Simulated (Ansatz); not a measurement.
## Relaxing Na3Ti

Level of theory: Ansatz, DFT PBE, scalar-relativistic, plane waves, PAW. Cutoff 420 eV, Γ-centred k mesh, Gaussian smearing, no spin polarisation in the final step.

Na3Ti was placed on the Cu3Au (L1_2) structure type (Pm-3m, No. 221), with Ti in place of Au, Na in place of Cu, at a guessed volume.

```xyz
4
Lattice="4.2160 0.0000 0.0000 0.0000 4.2160 0.0000 0.0000 0.0000 4.2160" Properties=species:S:1:pos:R:3 pbc="T T T"
Na    0.0000    2.1080    2.1080
Na    2.1080    0.0000    2.1080
Na    2.1080    2.1080    0.0000
Ti    0.0000    0.0000    0.0000
```

Cell and atoms relax at zero pressure; the relaxation can't lower the symmetry of the start. After a coarse first stage the cell is made exact in the group found at 0.06 Å.

The zero of energy is the elements' standard structures at the same level; no fitted shifts are applied.

**Question.** Which crystal results?

**Answer.** It keeps Pm-3m (No. 221). The result has the Cu3Au (L1_2) structure. Conventional cell: a = 4.842 Å. Around Na lie 4 Ti at 3.42 Å and 8 Na at 3.42 Å; Ti is coordinated by 12 Na at 3.42 Å.

Space group Pm-3m (No. 221). a = 4.842 Å, b = 4.842 Å, c = 4.842 Å, α = 90.00°, β = 90.00°, γ = 90.00°
| atom | site | symmetry | x | y | z |
| --- | --- | --- | --- | --- | --- |
| Na | 3c | 4/mm.m | 0.0000 | 0.5000 | 0.5000 |
| Ti | 1a | m-3m | 0.0000 | 0.0000 | 0.0000 |

**Question.** What are its volume, energy, density and gap?

**Answer.** The volume per atom is 28.37 Å³ and the density is 1.71 g/cm³. The energy over the elements is 0.81 eV/atom and the gap on the 10×10×10 mesh is 0 eV (a metal).

The final run used a 10×10×10 mesh on its 4-atom cell and 0.10 eV smearing. For metals, differences of a few meV/atom aren't resolved. A structure relaxed within its symmetry needn't be a true minimum.

Cost: 3 runs of about 0.43 core-minutes in all, on Arm Neoverse V2 (shared hosts).